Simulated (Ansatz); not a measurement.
# BH3Cl (doublet): from Hartree-Fock to the top rungs at distance Cl1–H2 along a hydrogen transfer = 1.593 Å, cc-pVDZ

How much of the correlation energy of BH3Cl (doublet) does each wave-function method recover here?

Method: cc-pVDZ, core rule «outside noble gas», up to 6 orbitals frozen; program: Ansatz 0.2.0, Gaussian basis.

Plan: UHF; CCSD(T) on ROHF; CCSD(T) on UHF; BCCD(T) on ROHF; CISD; CCSDT(Q) on ROHF; CCSDT(Q) on UHF; CASSCF and MRCISD+Q, 3 electrons in 3 orbitals; CASSCF and NEVPT2, 3 electrons in 3 orbitals.

15 further runs of the same task are left out: 9 for a known fault of the program, 4 that didn't finish, 2 set aside as unsound or not needed.

## 1. The geometry

The geometry derives from fragments relaxed apart (PBE0/def2-TZVP) and kept rigid, so it is no stationary point. A hydrogen atom is moved between rigid fragments.

5 atoms, charge 0, spin multiplicity 2.

Atoms are counted from 1 here; the program's logs count them from 0.

Bond lengths: Cl1–H2 1.593 Å, H2–B3 1.170 Å, B3–H4 1.191 Å, B3–H5 1.191 Å. Angles: Cl1–H2–B3 180.0°, H2–B3–H4 115.3°, H2–B3–H5 115.3°, H4–B3–H5 129.4°.

## 2. UHF

Contents of in.yaml:

```yaml
crystal:
  periodic: [false, false, false]
  atoms:
    - {symbol: Cl, position_ang: [-0.772453, 0.000000, 0.000000]}
    - {symbol: H, position_ang: [0.820547, 0.000000, 0.000000]}
    - {symbol: B, position_ang: [1.990547, 0.000000, 0.000000]}
    - {symbol: H, position_ang: [2.499620, 0.000000, 1.077008]}
    - {symbol: H, position_ang: [2.499620, 0.000000, -1.077008]}
basis:
  gaussian: {orbitals: cc-pVDZ}
magnetization: {spin_polarized: true, initial_magnetization: 1}
hamiltonian: {xc: hf}
output: {orbitals: {seedname: orbitals}}
```

On the command line:

```bash
ansatz run in.yaml --threads 1 --pin off --events-out ev --progress --plain --max-ram 2393MiB
```

After this run come: CCSD(T) on ROHF; CCSD(T) on UHF; BCCD(T) on ROHF; CISD; CCSDT(Q) on ROHF; CCSDT(Q) on UHF; CASSCF and MRCISD+Q, 3 electrons in 3 orbitals; CASSCF and NEVPT2, 3 electrons in 3 orbitals.

**Question.** What will the summary of the whole plan be? Wanted: UCCSDT(Q) below the RHF energy; RMP2 from UCCSDT(Q); UMP2 from UCCSDT(Q); RCCSD from UCCSDT(Q); RCCSD(T) from UCCSDT(Q); UCCSD(T) from UCCSDT(Q); RCCSDT(Q) from UCCSDT(Q); T1 diagnostic.

As calculated:

```
                         quantity                                                   value
   UCCSDT(Q) below the RHF energy                                              -7.3268 eV
              RMP2 from UCCSDT(Q)                                             +1143.7 meV
              UMP2 from UCCSDT(Q)                                             +1182.5 meV
             RCCSD from UCCSDT(Q)                                              +151.6 meV
          RCCSD(T) from UCCSDT(Q)                                               +29.0 meV
          UCCSD(T) from UCCSDT(Q)                                               +29.2 meV
         RCCSDT(Q) from UCCSDT(Q)                                                +0.3 meV
levels within 1 kcal/mol (43 meV)  RCCSD(T), UCCSD(T), BCCD(T), RCCSDT, UCCSDT, RCCSDT(Q)
                    T1 diagnostic                                                   0.017
```

In words: RCCSD(T) misses by +29.0 meV, 0.4 % of the correlation energy. These misses are within one basis, not against nature; the frozen cores of restricted and unrestricted runs differ, which can shift their rows.
